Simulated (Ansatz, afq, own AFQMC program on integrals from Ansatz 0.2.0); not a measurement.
# NH₃− (doublet): quantum Monte Carlo beside coupled cluster at distance N1–H2 = 2.701 Å, 6-31++G**

Aim: compute NH₃− (doublet) with auxiliary-field quantum Monte Carlo on the same integrals as coupled cluster, and set the energies side by side.

Program: Ansatz 0.2.0, Gaussian basis, and an in-house AFQMC program (afq) on its integrals; all values are calculated. Level of theory: 6-31++G**, frozen cores. These are calculated values, not measurements.

Plan: PBE (unrestricted); r2SCAN (unrestricted); PBE0 (unrestricted); B3LYP (unrestricted); wB97M-V (unrestricted); B2PLYP (unrestricted); CCSD(T) on UHF; CCSDT(Q) on UHF; Phaseless AFQMC, CISD trial on UHF; Phaseless AFQMC, single-determinant trial on UHF.

1 further run of the same task is left out (it didn't finish).

**1. The geometry**

The geometry derives from a PBE0/def2-TZVPD stationary point (not a proven minimum). One bond is set to the value named and the two fragments are kept rigid.

4 atoms, charge -1, spin multiplicity 2.

Atoms are counted from 1 here; the program's logs count them from 0.

Bond lengths: N1–H3 1.023 Å, N1–H4 1.023 Å. Angles: H3–N1–H4 105.5°.

**2. PBE (unrestricted)**

The input, in.yaml:

```yaml
crystal:
  periodic: [false, false, false]
  atoms:
    - {symbol: N, position_ang: [-0.088173, 0.003082, -0.113013]}
    - {symbol: H, position_ang: [2.364326, -0.010498, 1.018564]}
    - {symbol: H, position_ang: [-0.578486, 0.797973, 0.305147]}
    - {symbol: H, position_ang: [-0.560560, -0.830305, 0.246755]}
basis:
  gaussian: {orbitals: "6-31++G**"}
total_charge: -1
magnetization: {spin_polarized: true, initial_magnetization: 1}
hamiltonian: {xc: {name: PBE}}
output: {orbitals: {seedname: orbitals}}
```

Run with:

```sh
> ansatz run in.yaml --threads 1 --pin off --events-out ev --progress --plain --max-ram 1382MiB
```

The log of the run:

```text
Functional definition: PBE
  name "PBE"
  cite "Perdew, Burke & Ernzerhof, Phys. Rev. Lett. 77, 3865 (1996) doi:10.1103/PhysRevLett.77.3865"
  parent pbe
  parameter kappa = 0.804
  parameter beta = 0.06672455060314922
  exchange = pbe_x(kappa = kappa, mu = beta*pi^2/3)
  correlation = pbe_c(beta = beta)
394 factors; their error is unknown
mean field evaluation 1: about -1530.7786 eV, gradient 1.4e1 eV
mean field evaluation 2: about -1514.7819 eV, gradient 4.0e1 eV
mean field evaluation 4: about -1533.6879 eV, gradient 1.7e0 eV
mean field evaluation 8: about -1533.6879 eV, gradient 1.7e0 eV
mean field evaluation 16: about -1533.7459 eV, gradient 1.4e-5 eV
mean field evaluation 32: about -1533.7459 eV, gradient 1.4e-5 eV
mean field -1533.74588092 eV, -56.3641215136 hartree, gradient 1.4e-5 eV, S^2 0.759662; 1 other end points of the search recorded, 0 dependent functions left out
reference -1533.74592333 eV, -56.3641230721 hartree; 6, 5 occupied and 31, 32 virtual orbitals, 394 factors
Total energy: -1533.74592333 eV, -56.3641230721 hartree
```

It took 1.6 s on 1 thread of Arm Neoverse V1, shared host.

From the report: ⟨S²⟩ of the determinant 0.760 (pure doublet: 0.75).

**3. r2SCAN (unrestricted)**

Edit in.yaml of step 2 so:

```diff
@@ -11,3 +11,2 @@
 magnetization: {spin_polarized: true, initial_magnetization: 1}
-hamiltonian: {xc: {name: PBE}}
-output: {orbitals: {seedname: orbitals}}
+hamiltonian: {xc: {name: r2SCAN}}
```

Launched as before.

The log of the run:

```text
Functional definition: r2SCAN
  name "r2SCAN"
  cite "Furness, Kaplan, Ning, Perdew & Sun, J. Phys. Chem. Lett. 11, 8208 (2020) doi:10.1021/acs.jpclett.0c02405"
  cite "Furness, Kaplan, Ning, Perdew & Sun, J. Phys. Chem. Lett. 11, 9248 (2020) doi:10.1021/acs.jpclett.0c03077"
  parent r2scan
  parameter k0 = 0.174
  parameter k1 = 0.065
  parameter a1 = 4.9479
  exchange = r2scan_x(k0 = k0, k1 = k1, a1 = a1)
  correlation = r2scan_c
394 factors; their error is unknown
mean field evaluation 1: about -1532.0120 eV, gradient 1.4e1 eV
mean field evaluation 2: about -1517.0745 eV, gradient 3.7e1 eV
mean field evaluation 4: about -1534.5770 eV, gradient 2.1e0 eV
mean field evaluation 8: about -1534.6273 eV, gradient 6.1e-1 eV
mean field evaluation 16: about -1534.6173 eV, gradient 1.9e-3 eV
mean field -1534.61733213 eV, -56.3961467549 hartree, gradient 5.7e-5 eV, S^2 0.779513; 0 other end points of the search recorded, 0 dependent functions left out
reference -1534.61736331 eV, -56.3961479006 hartree; 6, 5 occupied and 31, 32 virtual orbitals, 394 factors
Total energy: -1534.61736331 eV, -56.3961479006 hartree
```

Wall time 1.3 s (1 thread of Arm Neoverse V1, shared host).

From the report: ⟨S²⟩ of the determinant 0.780 (pure doublet: 0.75).

**4. PBE0 (unrestricted)**

Edit in.yaml of step 3 so:

```diff
@@ -11,2 +11,3 @@
 magnetization: {spin_polarized: true, initial_magnetization: 1}
-hamiltonian: {xc: {name: r2SCAN}}
+hamiltonian: {xc: {name: PBE0}}
+output: {orbitals: {seedname: orbitals}}
```

Launched as before.

The log of the run:

```text
Functional definition: PBE0
  name "PBE0"
  cite "Adamo & Barone, J. Chem. Phys. 110, 6158 (1999) doi:10.1063/1.478522"
  cite "Perdew, Burke & Ernzerhof, Phys. Rev. Lett. 77, 3865 (1996) doi:10.1103/PhysRevLett.77.3865"
  parent pbe
  parameter a = 0.25
  parameter kappa = 0.804
  parameter beta = 0.06672455060314922
  exchange = (1 - a)*pbe_x(kappa = kappa, mu = beta*pi^2/3) + a*exact_x
  correlation = pbe_c(beta = beta)
394 factors; their error is unknown
mean field evaluation 1: about -1531.1971 eV, gradient 1.4e1 eV
mean field evaluation 2: about -1518.9175 eV, gradient 3.6e1 eV
mean field evaluation 4: about -1533.4971 eV, gradient 1.2e0 eV
mean field evaluation 8: about -1533.5369 eV, gradient 1.4e-1 eV
mean field evaluation 16: about -1533.5370 eV, gradient 9.6e-5 eV
mean field -1533.53702155 eV, -56.3564460732 hartree, gradient 6.5e-5 eV, S^2 0.773587; 0 other end points of the search recorded, 0 dependent functions left out
reference -1533.53705482 eV, -56.3564472961 hartree; 6, 5 occupied and 31, 32 virtual orbitals, 394 factors
Total energy: -1533.53705482 eV, -56.3564472961 hartree
```

Run time: 0.6 s. Hardware: 1 thread of Arm Neoverse V1, shared host.

From the report: ⟨S²⟩ of the determinant 0.774 (pure doublet: 0.75).

**5. B3LYP (unrestricted)**

Edit in.yaml of step 4 so:

```diff
@@ -11,3 +11,2 @@
 magnetization: {spin_polarized: true, initial_magnetization: 1}
-hamiltonian: {xc: {name: PBE0}}
-output: {orbitals: {seedname: orbitals}}
+hamiltonian: {xc: {name: B3LYP}}
```

Launched as before.

The log of the run, shortened:

```text
Functional definition: B3LYP
  name "B3LYP"
  cite "Stephens, Devlin, Chabalowski & Frisch, J. Phys. Chem. 98, 11623 (1994) doi:10.1021/j100096a001"
  cite "Becke, Phys. Rev. A 38, 3098 (1988) doi:10.1103/PhysRevA.38.3098"
  cite "Lee, Yang & Parr, Phys. Rev. B 37, 785 (1988) doi:10.1103/PhysRevB.37.785"
  cite "Vosko, Wilk & Nusair, Can. J. Phys. 58, 1200 (1980) doi:10.1139/p80-159"
[...]
394 factors; their error is unknown
[...]
mean field -1535.81301033 eV, -56.4400871182 hartree, gradient 2.4e-5 eV, S^2 0.772288; 0 other end points of the search recorded, 0 dependent functions left out
reference -1535.81322294 eV, -56.4400949314 hartree; 6, 5 occupied and 31, 32 virtual orbitals, 394 factors
Total energy: -1535.81322294 eV, -56.4400949314 hartree
```

Wall time 0.75 s (1 thread of Arm Neoverse V1, shared host).

From the report: ⟨S²⟩ of the determinant 0.772 (pure doublet: 0.75).

**6. wB97M-V (unrestricted)**

Edit in.yaml of step 5 so:

```diff
@@ -11,2 +11,3 @@
 magnetization: {spin_polarized: true, initial_magnetization: 1}
-hamiltonian: {xc: {name: B3LYP}}
+hamiltonian: {xc: {name: wB97M-V}}
+output: {orbitals: {seedname: orbitals}}
```

Launched as before.

The log of the run, shortened:

```text
Functional definition: wB97M-V
  name "wB97M-V"
  cite "Mardirossian & Head-Gordon, J. Chem. Phys. 144, 214110 (2016) doi:10.1063/1.4952647"
  cite "Becke, J. Chem. Phys. 107, 8554 (1997) doi:10.1063/1.475007"
  cite "Vydrov & Van Voorhis, J. Chem. Phys. 133, 244103 (2010) doi:10.1063/1.3521275"
  # Of w^i u^j: cxij and so on, Table III.
[...]
  gx(w, u) = 1 - cx + cx01*u + cx10*w
  gss(w, u) = css00 + css04*u^4 + css10*w + css20*w^2 + css43*w^4*u^3
  gos(w, u) = cos00 + cos10*w + (cos20 + cos21*u)*w^2 + (cos60 + cos61*u)*w^6
[...]
      + integral(e_c_pw_mod_opposite_spin*gos(b97_w_opposite, b97_u_opposite)) + vv10(b, c)
394 factors; their error is unknown
92 factors; integrals over basis functions are off by at most 3.0e-5 eV
[...]
mean field -1534.39532797 eV, -56.3879882522 hartree, gradient 4.5e-5 eV, S^2 0.771857; 2 other end points of the search recorded, 0 dependent functions left out
reference -1534.39538001 eV, -56.3879901649 hartree; 6, 5 occupied and 31, 32 virtual orbitals, 394 factors
Total energy: -1534.39538001 eV, -56.3879901649 hartree
```

Run time: 3.2 s. Hardware: 1 thread of Arm Neoverse V1, shared host.

From the report: ⟨S²⟩ of the determinant 0.772 (pure doublet: 0.75).

**7. B2PLYP (unrestricted)**

Edit in.yaml of step 6 so:

```diff
@@ -11,3 +11,3 @@
 magnetization: {spin_polarized: true, initial_magnetization: 1}
-hamiltonian: {xc: {name: wB97M-V}}
-output: {orbitals: {seedname: orbitals}}
+hamiltonian: {xc: {name: B2PLYP}}
+correlation: {electrons: outside_noble_gas}
```

Launched as before.

The log of the run, shortened:

```text
Functional definition: B2PLYP
  name "B2PLYP"
  cite "Grimme, J. Chem. Phys. 124, 034108 (2006) doi:10.1063/1.2148954"
  cite "Becke, Phys. Rev. A 38, 3098 (1988) doi:10.1103/PhysRevA.38.3098"
  cite "Lee, Yang & Parr, Phys. Rev. B 37, 785 (1988) doi:10.1103/PhysRevB.37.785"
[...]
348 factors; integrals over basis functions are off by at most 6.6e-4 eV
[...]
mean field -1531.85126237 eV, -56.2944955659 hartree, gradient 2.0e-6 eV, S^2 0.808359; 2 other end points of the search recorded, 0 dependent functions left out
1 core orbitals not correlated: weight in the atoms' cores, before any rotation towards them, 1.000 or more for the frozen orbitals, at most 0.000 for the correlated occupied ones
reference -1531.85139792 eV, -56.2945005473 hartree; 5, 4 occupied and 31, 32 virtual orbitals, 348 factors
second order -6.62863652 eV of doubles, -0.00000000 eV of singles
Total energy: -1533.64112978 eV, -56.3602719800 hartree
```

It took 0.96 s on 1 thread of Arm Neoverse V1, shared host.

From the report: ⟨S²⟩ of the determinant 0.808 (pure doublet: 0.75).

**8. CCSD(T) on UHF**

Edit in.yaml of step 7 so:

```diff
@@ -11,3 +11,2 @@
 magnetization: {spin_polarized: true, initial_magnetization: 1}
-hamiltonian: {xc: {name: B2PLYP}}
-correlation: {electrons: outside_noble_gas}
+correlation: {method: ccsd_t, electrons: outside_noble_gas, hamiltonian_folder: ham}
```

The command is unchanged.

The log of the run, shortened:

```text
Functional definition: HF
  name "HF"
  cite "Fock, Z. Phys. 61, 126 (1930) doi:10.1007/BF01340294"
  parent pbe
[...]
348 factors; integrals over basis functions are off by at most 6.6e-4 eV
[...]
mean field -1525.06419986 eV, -56.0450756194 hartree, gradient 5.9e-6 eV, S^2 0.892375; 18 other end points of the search recorded, 0 dependent functions left out
determinant -1525.06419986 eV, -56.0450756194 hartree, with singles and doubles -1530.67353494 eV, -56.2512148813 hartree
determinant -1524.43956726 eV, -56.0221207946 hartree, with singles and doubles -1529.10772269 eV, -56.1936723423 hartree
determinant -1524.30185593 eV, -56.0170599964 hartree, with singles and doubles -1530.50695859 eV, -56.2450933133 hartree
determinant -1524.29724732 eV, -56.0168906331 hartree, with singles and doubles -1529.24338049 eV, -56.1986576747 hartree
[...]
determinant -1522.75835055 eV, -55.9603372201 hartree, with singles and doubles -1528.05345926 eV, -56.1549288761 hartree
determinant -1522.73461934 eV, -55.9594651143 hartree, with singles and doubles -1527.29020863 eV, -56.1268799326 hartree
determinant -1525.06419986 eV, -56.0450756194 hartree, with singles and doubles -1530.73535615 eV, -56.2534867689 hartree
determinant -1524.30185593 eV, -56.0170599964 hartree, with singles and doubles -1530.59791980 eV, -56.2484360762 hartree
1 core orbitals not correlated: weight in the atoms' cores, before any rotation towards them, 1.000 or more for the frozen orbitals, at most 0.000 for the correlated occupied ones
reference -1525.06419986 eV, -56.0450756194 hartree; 5, 4 occupied and 31, 32 virtual orbitals, 348 factors
second order -4.66066809 eV of doubles, -0.00000000 eV of singles
cycle   1  -5.67115969 eV  change   -3.4e-6 eV  update   4.9e-6
perturbative correction -0.15295909 eV, -0.0056211429 hartree
Total energy: -1530.88831865 eV, -56.2591080369 hartree
```

It took 4.2 s on 1 thread of Arm Neoverse V1, shared host.

From the report: ⟨S²⟩ of the determinant 0.892 (pure doublet: 0.75); correlation -5.8241 eV; T1 0.123; largest double amplitude 0.12.

This run also writes the integrals to the folder ham.

**9. CCSDT(Q) on UHF**

Edit in.yaml of step 8 so:

```diff
@@ -11,2 +11,2 @@
 magnetization: {spin_polarized: true, initial_magnetization: 1}
-correlation: {method: ccsd_t, electrons: outside_noble_gas, hamiltonian_folder: ham}
+correlation: {method: ccsdt_q, electrons: outside_noble_gas}
```

Launched as before.

The log of the run, shortened:

```text
Functional definition: HF
  name "HF"
  cite "Fock, Z. Phys. 61, 126 (1930) doi:10.1007/BF01340294"
  parent pbe
[...]
620 factors; integrals over basis functions are off by at most 2.6e-7 eV
[...]
mean field -1525.06426529 eV, -56.0450780237 hartree, gradient 5.2e-6 eV, S^2 0.892386; 16 other end points of the search recorded, 0 dependent functions left out
determinant -1525.06426529 eV, -56.0450780237 hartree, with singles and doubles -1530.67361333 eV, -56.2512177620 hartree
determinant -1524.43962547 eV, -56.0221229338 hartree, with singles and doubles -1529.10778534 eV, -56.1936746447 hartree
determinant -1524.30194692 eV, -56.0170633402 hartree, with singles and doubles -1530.50709638 eV, -56.2450983770 hartree
determinant -1524.29732086 eV, -56.0168933357 hartree, with singles and doubles -1529.24345893 eV, -56.1986605572 hartree
[...]
determinant -1522.75839552 eV, -55.9603388725 hartree, with singles and doubles -1528.05350080 eV, -56.1549304025 hartree
determinant -1522.73472225 eV, -55.9594688960 hartree, with singles and doubles -1527.29032195 eV, -56.1268840971 hartree
determinant -1525.06426529 eV, -56.0450780237 hartree, with singles and doubles -1530.73543996 eV, -56.2534898489 hartree
determinant -1524.30194692 eV, -56.0170633402 hartree, with singles and doubles -1530.59801386 eV, -56.2484395327 hartree
1 core orbitals not correlated: weight in the atoms' cores, before any rotation towards them, 1.000 or more for the frozen orbitals, at most 0.000 for the correlated occupied ones
reference -1525.06426529 eV, -56.0450780237 hartree; 5, 4 occupied and 31, 32 virtual orbitals, 620 factors
second order -4.66070938 eV of doubles, -0.00000000 eV of singles
cycle   1  -5.08148315 eV  change   -4.2e-1 eV  update   1.0e-1
[...]
cycle  31  -5.86298417 eV  change   -4.0e-7 eV  update   2.3e-7
perturbative correction -0.02037057 eV, -0.0007486045 hartree
Total energy: -1530.94762003 eV, -56.2612873225 hartree
```

Run time: 21 s. Hardware: 1 thread of Arm Neoverse V1, shared host.

From the report: ⟨S²⟩ of the determinant 0.892 (pure doublet: 0.75); correlation -5.8834 eV; T1 0.132; largest double amplitude 0.12.

**10. Phaseless AFQMC, CISD trial on UHF**

It reads the integrals that the CCSD(T) run on this determinant wrote.

Run with:

```sh
> afq ham --method phaseless --trial cisd --walkers 60 --populations 1 --least-time 40 --time-step 0.005 --steps-per-block 50 --equilibration-blocks 40 --max-blocks 300 --target-error 0.00072 --factor-cut 1e-05 --start spin_pure --seed 5891 --release-times 0.24,0.51,0.99,1.62,2.4 --release-step 0.03 --release-every 4 --taylor-order 6
```

The log of the run:

```text
orbitals 36  electrons 5 4  factors 264 of 348
reference energy -56.04507562 Eh
CCSD correlation -0.20841118 Eh in 21 cycles, weight of the determinant in the CISD state 0.6964
energy of the start -56.245337 Eh
 block  time / (1/Eh)  mean weight  energy / Eh
     1     0.250  1.0009  -56.251074
     2     0.500  0.9997  -56.257350
     3     0.750  1.0005  -56.256190
     4     1.000  0.9999  -56.254175
     5     1.250  0.9981  -56.255187
     6     1.500  0.9998  -56.256924
     7     1.750  1.0030  -56.258337
     8     2.000  1.0015  -56.266681
     9     2.250  0.9972  -56.255726
    10     2.500  0.9981  -56.253368
    17     4.250  1.0006  -56.254800
    25     6.250  0.9999  -56.254746
    33     8.250  0.9991  -56.263406
    41    10.250  1.0001  -56.251364
    49    12.250  1.0003  -56.261610
    57    14.250  0.9995  -56.253773
    65    16.250  1.0008  -56.255726
    73    18.250  0.9992  -56.249087
    81    20.250  1.0000  -56.267788
    89    22.250  1.0003  -56.274439
    97    24.250  1.0007  -56.267454
   105    26.250  0.9998  -56.255146
   113    28.250  1.0003  -56.255331
   121    30.250  0.9995  -56.261237
   129    32.250  0.9999  -56.265480
   137    34.250  1.0009  -56.258918
   145    36.250  1.0011  -56.263112
   153    38.250  1.0029  -56.254619
   161    40.250  1.0002  -56.252544
   169    42.250  0.9972  -56.252425
   177    44.250  1.0002  -56.258637
   185    46.250  0.9988  -56.260964
   193    48.250  0.9967  -56.272289
   201    50.250  0.9986  -56.254372
   209    52.250  1.0016  -56.259793
   217    54.250  1.0020  -56.259983
   225    56.250  0.9993  -56.270704
   233    58.250  1.0006  -56.258314
   241    60.250  1.0006  -56.257218
   249    62.250  0.9988  -56.258613
   257    64.250  1.0019  -56.254913
   265    66.250  1.0010  -56.255302
   273    68.250  1.0006  -56.264725
   281    70.250  0.9992  -56.258737
   289    72.250  0.9999  -56.267545
   297    74.250  1.0034  -56.267718
   305    76.250  0.9997  -56.266012
   313    78.250  0.9985  -56.264797
   321    80.250  1.0036  -56.281812
   329    82.250  0.9994  -56.251216
   337    84.250  1.0017  -56.258446
blocks merged  error / Eh  count
     1  0.000452  300
     2  0.000557  150
     4  0.000678  75
     8  0.000820  37
    16  0.000981  18
    32  0.000952  9
released: time / (1/Eh)  energy / Eh  error  mean overlap
  0.24  -56.258956  0.000674  1.0099
  0.51  -56.260438  0.000809  1.0017
  0.99  -56.259760  0.000850  0.9962
  1.62  -56.259900  0.001103  0.9949
  2.40  -56.260837  0.001427  0.9974
energy -56.258149 +/- 0.000981 Eh
```

Run time: 6.9 min. Hardware: 1 thread of Arm Neoverse V1, shared host.

Energy -1530.8622 ± 0.0267 eV. Caveats: constraint bias not in the error.

**11. Phaseless AFQMC, single-determinant trial on UHF**

It reads the integrals that the CCSD(T) run on this determinant wrote.

Run with:

```sh
> afq ham --method phaseless --trial hf --walkers 120 --populations 1 --least-time 40 --time-step 0.005 --steps-per-block 20 --equilibration-blocks 160 --max-blocks 600 --target-error 0.00216 --factor-cut 1e-05 --start spin_pure --seed 8625 --taylor-order 6
```

The log of the run:

```text
orbitals 36  electrons 5 4  factors 264 of 348
reference energy -56.04507562 Eh
CCSD correlation -0.20841118 Eh in 21 cycles, weight of the determinant in the CISD state 0.6964
energy of the start -56.047618 Eh
 block  time / (1/Eh)  mean weight  energy / Eh
     1     0.100  1.0015  -56.099254
     2     0.200  1.0018  -56.136511
     3     0.300  1.0031  -56.162245
     4     0.400  0.9991  -56.188072
     5     0.500  1.0029  -56.197907
     6     0.600  1.0013  -56.208188
     7     0.700  0.9998  -56.211001
     8     0.800  1.0014  -56.211300
     9     0.900  1.0002  -56.212077
    10     1.000  1.0013  -56.211510
    16     1.600  1.0007  -56.266584
    31     3.100  1.0001  -56.252472
    46     4.600  1.0003  -56.244913
    61     6.100  1.0011  -56.238696
    76     7.600  1.0012  -56.236890
    91     9.100  0.9995  -56.242886
   106    10.600  1.0014  -56.267551
   121    12.100  1.0011  -56.257709
   136    13.600  0.9996  -56.230536
   151    15.100  0.9992  -56.249175
   166    16.600  1.0007  -56.279169
   181    18.100  1.0011  -56.260389
   196    19.600  1.0000  -56.250328
   211    21.100  0.9947  -56.250886
   226    22.600  1.0017  -56.254409
   241    24.100  1.0018  -56.248284
   256    25.600  1.0002  -56.250050
   271    27.100  1.0012  -56.233597
   286    28.600  0.9989  -56.238582
   301    30.100  1.0012  -56.228223
   316    31.600  0.9999  -56.249443
   331    33.100  0.9993  -56.260219
   346    34.600  0.9986  -56.248333
   361    36.100  1.0002  -56.256965
   376    37.600  0.9979  -56.277139
   391    39.100  1.0009  -56.255238
   406    40.600  1.0003  -56.264049
   421    42.100  1.0007  -56.233979
   436    43.600  1.0002  -56.308606
   451    45.100  0.9991  -56.231778
   466    46.600  0.9994  -56.266775
   481    48.100  1.0005  -56.279836
   496    49.600  1.0005  -56.243864
   511    51.100  0.9998  -56.255455
   526    52.600  0.9966  -56.262745
   541    54.100  1.0001  -56.248470
   556    55.600  0.9982  -56.248288
   571    57.100  0.9990  -56.241097
   586    58.600  0.9992  -56.236778
   601    60.100  0.9993  -56.248861
blocks merged  error / Eh  count
     1  0.000874  450
     2  0.001137  225
     4  0.001407  112
     8  0.001745  56
    16  0.002145  28
    32  0.002802  14
energy -56.259570 +/- 0.002145 Eh
```

Wall time 3.5 min (1 thread of Arm Neoverse V1, shared host).

Energy -1530.9009 ± 0.0584 eV. Caveats: constraint bias not in the error. The error still grows with block length (0.0475 to 0.0762 eV), so the bar may be too small.

**12. AFQMC on the ladder**

On the UHF determinant, counted from CCSDT(Q) (a yardstick, not exact):

```csv
level,energy (eV),from CCSDT(Q) (kcal/mol),statistical error (kcal/mol),time
HF,-1525.0642,+135.67,,
MP2,-1529.7249,+28.20,,
CCSD,-1530.7354,+4.89,,
CCSD(T),-1530.8883,+1.37,,
CCSDT(Q),-1530.9476,0.00,,
"Phaseless AFQMC, CISD trial, step 0.005, 60 walkers",-1530.8622,+1.97,0.62,6.9 min
"Phaseless AFQMC, single-determinant trial, step 0.005, 120 walkers",-1530.9009,+1.08,1.35,3.5 min
```

The functionals' totals stand on their own zeros and serve differences with other points: PBE -1533.746 eV; r2SCAN -1534.617 eV; PBE0 -1533.537 eV; B3LYP -1535.813 eV; wB97M-V -1534.395 eV; B2PLYP -1533.641 eV.

**13. Results**

```
                                                      quantity                  value
                                  CCSD(T) on UHF from CCSDT(Q)         +1.37 kcal/mol
              Phaseless AFQMC, CISD trial on UHF from CCSDT(Q)  +1.97 ± 0.62 kcal/mol
Phaseless AFQMC, single-determinant trial on UHF from CCSDT(Q)  +1.08 ± 1.35 kcal/mol
```

On UHF the phaseless walk with the CISD trial lies +1.97 kcal/mol from CCSDT(Q), 3 times its error bar. Error bars are statistical and leave out the constraint, the time step and what remains of the start.
